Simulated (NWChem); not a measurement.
System: PH$_{2}$, doublet; SMILES [PH2]

Parts of the log:

```
             Northwest Computational Chemistry Package (NWChem) 7.3.0
             --------------------------------------------------------

                             Geometry "geometry" -> ""
                             -------------------------

 Output coordinates in angstroms (scale by  1.889725989 to convert to a.u.)

  No.       Tag          Charge          X              Y              Z
 ---- ---------------- ---------- -------------- -------------- --------------
    1 P                   15.0000     0.00000000     0.00000000     0.13334400
    2 H                    1.0000     1.02570100     0.00000000    -0.86739200
    3 H                    1.0000    -1.02570100     0.00000000    -0.86739200

 Effective nuclear repulsion energy (a.u.)      11.3362137732

                                 NWChem DFT Module
                                 -----------------

 Summary of "ao basis" -> "ao basis" (spherical)
 ------------------------------------------------------------------------------
       Tag                 Description            Shells   Functions and Types
 ---------------- ------------------------------  ------  ---------------------
 P                          def2-svp                 8       18   4s3p1d
 H                          def2-svp                 3        5   2s1p

            General Information
            -------------------
          SCF calculation type: DFT
          Wavefunction type:  spin polarized.
          No. of atoms     :     3
          No. of electrons :    17
           Alpha electrons :     9
            Beta electrons :     8
          Charge           :     0
          Spin multiplicity:     2
          Use of symmetry is: off; symmetry adaption is: off
          Maximum number of iterations: 150
          AO basis - number of functions:    28
                     number of shells:    14
          Convergence on energy requested:  1.00D-06
          Convergence on density requested:  1.00D-05
          Convergence on gradient requested:  5.00D-04

              XC Information
              --------------
                         B3LYP Method XC Potential
                     Hartree-Fock (Exact) Exchange  0.200
                        Slater Exchange Functional  0.800 local
                    Becke 1988 Exchange Functional  0.720 non-local
              Lee-Yang-Parr Correlation Functional  0.810
                  VWN I RPA Correlation Functional  0.190 local

             Grid Information
             ----------------
          Grid used for XC integration:  medium
          Radial quadrature: Mura-Knowles
          Angular quadrature: Lebedev.
          Tag              B.-S. Rad. Rad. Pts. Rad. Cut. Ang. Pts.
          ---              ---------- --------- --------- ---------
          P                   1.00       88           7.0       590
          H                   0.35       45           7.0       434
          Grid pruning is: on
          Number of quadrature shells:   178
          Spatial weights used:  Erf1

      Superposition of Atomic Density Guess
      -------------------------------------

 Sum of atomic energies:        -341.53621834

      Non-variational initial energy
      ------------------------------

 Total energy =    -341.553439
 1-e energy   =    -494.630764
 2-e energy   =     141.741112
 HOMO         =      -0.185215
 LUMO         =       0.112136

     ---------------------------------------------
      Total Density - Mulliken Population Analysis
     ---------------------------------------------

    Atom       Charge   Shell Charges
 -----------   ------   -------------------------------------------------------
    1 P   15    15.03   2.00  1.99  1.21  0.63  5.93  1.26  1.96  0.04
    2 H    1     0.99   0.66  0.31  0.02
    3 H    1     0.99   0.66  0.31  0.02

     --------------------------------------------
      Spin Density - Mulliken Population Analysis
     --------------------------------------------

    Atom       Charge   Shell Charges
 -----------   ------   -------------------------------------------------------
    1 P   15     0.99   0.00  0.00  0.00  0.00  0.01  0.31  0.68  0.00
    2 H    1     0.00   0.00  0.00  0.00
    3 H    1     0.00   0.00  0.00  0.00

   convergence    iter        energy       DeltaE   RMS-Dens  Diis-err
 ---------------- ----- ----------------- --------- --------- ---------
 d= 0,ls=0.0,diis     1   -342.4040511757 -3.54D+02  6.84D-03  2.43D-02
                                                     5.49D-03  2.08D-02
 d= 0,ls=0.0,diis     2   -342.4155368645 -1.15D-02  2.36D-03  1.83D-03
                                                     2.60D-03  1.75D-03
 d= 0,ls=0.0,diis     3   -342.4169073847 -1.37D-03  5.54D-04  2.20D-04
                                                     3.80D-04  1.31D-04
 d= 0,ls=0.0,diis     4   -342.4170330508 -1.26D-04  7.42D-05  7.01D-07
                                                     1.05D-04  2.47D-06
 d= 0,ls=0.0,diis     5   -342.4170350734 -2.02D-06  3.86D-05  3.97D-07
                                                     2.72D-05  1.19D-07
 d= 0,ls=0.0,diis     6   -342.4170353157 -2.42D-07  7.69D-06  2.47D-08
                                                     1.34D-05  5.44D-08
 d= 0,ls=0.0,diis     7   -342.4170353602 -4.45D-08  3.43D-06  1.04D-09
                                                     3.09D-06  9.97D-10

         Total DFT energy =     -342.417035360215
      One electron energy =     -495.314524018050
           Coulomb energy =      165.511035882478
    Exchange-Corr. energy =      -23.949760997810
 Nuclear repulsion energy =       11.336213773167

 Numeric. integr. density =       16.999996198218

                    DFT Final Alpha Molecular Orbital Analysis
                    ------------------------------------------

 Vector    7  Occ=1.000000D+00  E=-3.850053D-01
              MO Center= -2.0D-11,  9.3D-12, -4.6D-01, r^2= 1.7D+00
   Bfn.  Coefficient  Atom+Function         Bfn.  Coefficient  Atom+Function
  ----- ------------  ---------------      ----- ------------  ---------------
     8      0.330201  1 P  px                19      0.318606  2 H  s
    24     -0.318606  3 H  s                 11      0.275160  1 P  px
     5     -0.187024  1 P  px                20      0.163136  2 H  s
    25     -0.163136  3 H  s                 17      0.074568  1 P  d  1

 Vector    8  Occ=1.000000D+00  E=-3.086882D-01
              MO Center=  1.4D-11, -9.2D-11,  2.0D-01, r^2= 1.9D+00
   Bfn.  Coefficient  Atom+Function         Bfn.  Coefficient  Atom+Function
  ----- ------------  ---------------      ----- ------------  ---------------
     4      0.394658  1 P  s                 13      0.361772  1 P  pz
    10      0.355482  1 P  pz                 3      0.325059  1 P  s
     2      0.217384  1 P  s                 19     -0.216975  2 H  s
    24     -0.216975  3 H  s                  7     -0.199599  1 P  pz
    20     -0.166748  2 H  s                 25     -0.166748  3 H  s

 Vector    9  Occ=1.000000D+00  E=-2.476054D-01
              MO Center=  1.9D-12,  6.0D-11,  1.0D-01, r^2= 1.7D+00
   Bfn.  Coefficient  Atom+Function         Bfn.  Coefficient  Atom+Function
  ----- ------------  ---------------      ----- ------------  ---------------
    12      0.663031  1 P  py                 9      0.460244  1 P  py
     6     -0.252246  1 P  py

 Vector   10  Occ=0.000000D+00  E= 3.390138D-02
              MO Center=  9.5D-11,  1.1D-11, -1.8D-01, r^2= 3.1D+00
   Bfn.  Coefficient  Atom+Function         Bfn.  Coefficient  Atom+Function
  ----- ------------  ---------------      ----- ------------  ---------------
    11      1.102773  1 P  px                20     -0.876980  2 H  s
    25      0.876980  3 H  s                  8      0.279304  1 P  px
    19     -0.244727  2 H  s                 24      0.244727  3 H  s
     5     -0.167706  1 P  px                17     -0.135057  1 P  d  1

 Vector   11  Occ=0.000000D+00  E= 5.454730D-02
              MO Center= -2.1D-10,  1.2D-11, -6.9D-01, r^2= 3.6D+00
   Bfn.  Coefficient  Atom+Function         Bfn.  Coefficient  Atom+Function
  ----- ------------  ---------------      ----- ------------  ---------------
    20     -1.171767  2 H  s                 25     -1.171767  3 H  s
     4      1.158065  1 P  s                 13     -1.081736  1 P  pz
     3      0.434298  1 P  s                 10     -0.229504  1 P  pz
     2      0.225444  1 P  s                 19     -0.138729  2 H  s
    24     -0.138729  3 H  s                  7      0.136800  1 P  pz

 Vector   12  Occ=0.000000D+00  E= 2.809087D-01
              MO Center= -6.7D-10, -1.5D-10,  8.6D-02, r^2= 2.9D+00
   Bfn.  Coefficient  Atom+Function         Bfn.  Coefficient  Atom+Function
  ----- ------------  ---------------      ----- ------------  ---------------
     4      2.788638  1 P  s                  3     -1.935376  1 P  s
    13     -0.678738  1 P  pz                20     -0.579387  2 H  s
    25     -0.579387  3 H  s                  2     -0.388812  1 P  s
    19     -0.278127  2 H  s                 24     -0.278127  3 H  s
    18     -0.246675  1 P  d  2              16     -0.089410  1 P  d  0

                     DFT Final Beta Molecular Orbital Analysis
                     -----------------------------------------

 Vector    6  Occ=1.000000D+00  E=-6.033807D-01
              MO Center=  2.9D-11,  1.1D-11, -3.0D-01, r^2= 1.3D+00
   Bfn.  Coefficient  Atom+Function         Bfn.  Coefficient  Atom+Function
  ----- ------------  ---------------      ----- ------------  ---------------
     3      0.640411  1 P  s                  2      0.422342  1 P  s
    19      0.208769  2 H  s                 24      0.208769  3 H  s
     4      0.200383  1 P  s                 10     -0.092198  1 P  pz
     1      0.067883  1 P  s                  7      0.055921  1 P  pz
    20      0.052343  2 H  s                 25      0.052343  3 H  s

 Vector    7  Occ=1.000000D+00  E=-3.794670D-01
              MO Center= -1.1D-11,  1.0D-11, -4.8D-01, r^2= 1.8D+00
   Bfn.  Coefficient  Atom+Function         Bfn.  Coefficient  Atom+Function
  ----- ------------  ---------------      ----- ------------  ---------------
    19      0.330625  2 H  s                 24     -0.330625  3 H  s
     8      0.318081  1 P  px                11      0.255265  1 P  px
     5     -0.181560  1 P  px                20      0.175564  2 H  s
    25     -0.175564  3 H  s                 17      0.070662  1 P  d  1

 Vector    8  Occ=1.000000D+00  E=-2.945060D-01
              MO Center= -8.6D-13, -4.8D-11,  2.7D-01, r^2= 1.8D+00
   Bfn.  Coefficient  Atom+Function         Bfn.  Coefficient  Atom+Function
  ----- ------------  ---------------      ----- ------------  ---------------
     4      0.400936  1 P  s                 13      0.369631  1 P  pz
     3      0.351595  1 P  s                 10      0.348040  1 P  pz
     2      0.234598  1 P  s                 19     -0.209627  2 H  s
    24     -0.209627  3 H  s                  7     -0.196961  1 P  pz
    20     -0.162015  2 H  s                 25     -0.162015  3 H  s

 Vector    9  Occ=0.000000D+00  E=-1.186082D-01
              MO Center=  6.2D-12, -1.4D-11,  1.1D-01, r^2= 1.8D+00
   Bfn.  Coefficient  Atom+Function         Bfn.  Coefficient  Atom+Function
  ----- ------------  ---------------      ----- ------------  ---------------
    12      0.713737  1 P  py                 9      0.398192  1 P  py
     6     -0.234237  1 P  py

 Vector   10  Occ=0.000000D+00  E= 3.986974D-02
              MO Center=  5.8D-11,  9.2D-12, -1.6D-01, r^2= 3.0D+00
   Bfn.  Coefficient  Atom+Function         Bfn.  Coefficient  Atom+Function
  ----- ------------  ---------------      ----- ------------  ---------------
    11      1.111854  1 P  px                20     -0.879154  2 H  s
    25      0.879154  3 H  s                  8      0.281580  1 P  px
    19     -0.233881  2 H  s                 24      0.233881  3 H  s
     5     -0.170221  1 P  px                17     -0.134618  1 P  d  1

 Vector   11  Occ=0.000000D+00  E= 6.708349D-02
              MO Center= -1.3D-10,  9.2D-12, -7.5D-01, r^2= 3.6D+00
   Bfn.  Coefficient  Atom+Function         Bfn.  Coefficient  Atom+Function
  ----- ------------  ---------------      ----- ------------  ---------------
    20     -1.201699  2 H  s                 25     -1.201699  3 H  s
     4      1.169249  1 P  s                 13     -1.075146  1 P  pz
     3      0.473320  1 P  s                  2      0.242846  1 P  s
    10     -0.227220  1 P  pz                 7      0.134983  1 P  pz
    19     -0.111552  2 H  s                 24     -0.111552  3 H  s

     ---------------------------------------------
      Total Density - Mulliken Population Analysis
     ---------------------------------------------

    Atom       Charge   Shell Charges
 -----------   ------   -------------------------------------------------------
    1 P   15    14.94   2.00  1.99  1.28  0.58  5.92  1.41  1.71  0.06
    2 H    1     1.03   0.73  0.28  0.02
    3 H    1     1.03   0.73  0.28  0.02

     --------------------------------------------
      Spin Density - Mulliken Population Analysis
     --------------------------------------------

    Atom       Charge   Shell Charges
 -----------   ------   -------------------------------------------------------
    1 P   15     1.06   0.00  0.00  0.01  0.02  0.01  0.38  0.64  0.00
    2 H    1    -0.03  -0.02 -0.02  0.00
    3 H    1    -0.03  -0.02 -0.02  0.00

     -------------------------------------------
      Total Density - Lowdin Population Analysis
     -------------------------------------------

    Atom       Charge   Shell Charges
 -----------   ------   -------------------------------------------------------
    1 P   15    14.86   2.00  1.95  0.99  0.66  5.80  1.47  1.89  0.08
    2 H    1     1.07   0.64  0.38  0.05
    3 H    1     1.07   0.64  0.38  0.05

     ------------------------------------------
      Spin Density - Lowdin Population Analysis
     ------------------------------------------

    Atom       Charge   Shell Charges
 -----------   ------   -------------------------------------------------------
    1 P   15     1.02   0.00  0.00  0.01  0.01  0.02  0.38  0.60  0.00
    2 H    1    -0.01  -0.01 -0.01  0.01
    3 H    1    -0.01  -0.01 -0.01  0.01

   alpha - beta orbital overlaps
   -----------------------------

[...]

                     NWChem Electrostatic Potential Fit Module
                     -----------------------------------------

 Atom parameters

 Number of atoms is                                    3
 Number of basis functions is                         28

 Grid parameters

 Maximum number of grid points is                  19867
 Number of grid points is                          19866
 Grid range                                     0.300000 nm
 Grid spacing                                   0.020000 nm
 Probe radius                                   0.070000 nm
 Atom radius factor                             1.000000

 Atomic radii

    1    0.100000
   15    0.180000
 FASTESP  F
  using M.O. file = ./job.movecs

    Atom              Coordinates                           Charge

                                                  ESP

    1 P     0.000000    0.000000    0.013334   -0.137506
    2 H     0.102570    0.000000   -0.086739    0.068242
    3 H    -0.102570    0.000000   -0.086739    0.069264
                                            ------------
                                               -0.000000

 Dipole moment                                  0.260047

 Quadrupole moment Qxx                          1.033158
                   Qyy                         -0.516579
                   Qzz                         -0.516579

 RMS deviation kJ/mol                           0.107775

 RRMS %                                        69.568485
```

Level: B3LYP/def2-SVP, spin-unrestricted. In the optimisation the excess spin sits in b2 (C2v, its own frame). All runs use the structure optimised with PBE0/def2-SVP, spin-unrestricted. No stability test was run on the SCF state.

Question: Reconstruct the input file.

Answer: One answer among several that fit: the input that was run:
```
start job
memory heap 200 mb stack 900 mb global 1100 mb
geometry units angstroms noautosym nocenter noautoz
  P      0.000000     0.000000     0.133344
  H      1.025701     0.000000    -0.867392
  H     -1.025701     0.000000    -0.867392
end
basis spherical
  * library def2-svp
end
dft
  odft
  mult 2
  xc b3lyp
  iterations 150
  mulliken
end
task dft energy
esp
  recalculate
  probe 0.07
  range 0.3
  factor 1.0
  spacing 0.02
end
task esp
```
